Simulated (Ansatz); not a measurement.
We consider antiferromagnetic (type II) rock-salt MnS, described by LDA (plane waves, PAW; Ansatz, an electronic-structure program).

Numerical settings: plane-wave cutoff 520 eV, 10×10×10 k mesh, Fermi–Dirac smearing 0.01 eV, spin-polarised with opposed moments, scalar-relativistic PAW data made under PBE.

Energies at three volumes about the minimum:

| V (Å³/atom) | E − E_lowest (meV/atom) |
|---|---|
| 14.700 | 1.54 |
| 15.000 | 0.00 |
| 15.300 | 1.44 |

Question: Fit a parabola by hand: where is the minimum, and what is the bulk modulus?

Answer: Slopes: (0.00 − 1.54)/(15.000 − 14.700) = -5.133 and (1.44 − 0.00)/(15.300 − 15.000) = 4.800 meV/Å³. Curvature E″ = 2 × (4.800 − (-5.133))/(15.300 − 14.700) = 33.110 meV/Å⁶. From the middle of the first interval, the slope vanishes at V0 = 14.8500 − (-5.133)/33.110 = 15.005 Å³/atom. B = V0 E″ = 15.005 × 33.110 meV/Å³ × 0.1602 GPa per meV/Å³ = 79.6 GPa. The full Birch–Murnaghan fit to all volumes gives V0 = 15.002 Å³/atom and B0 = 79.6 GPa.

Shape and atoms are relaxed at each volume.

Measured, for comparison: bulk modulus 75 ± 2 GPa (room temperature, no zero-point or thermal correction, sources range from 72.0 to 88.0; as tabulated in Sweeney, Heinz, compression of alpha-MnS (alabandite), Phys. Chem. Miner. 20 …); equilibrium volume per atom 17.57 Å³/atom (4 K, no zero-point or thermal correction; as tabulated in PSI, practical course at SINQ: magnetic order in MnS). Computed less measured: bulk modulus +6 % (inside the range of the sources held), equilibrium volume per atom -14.6 %.

Note: this level leaves the solid without a gap, although one is measured.
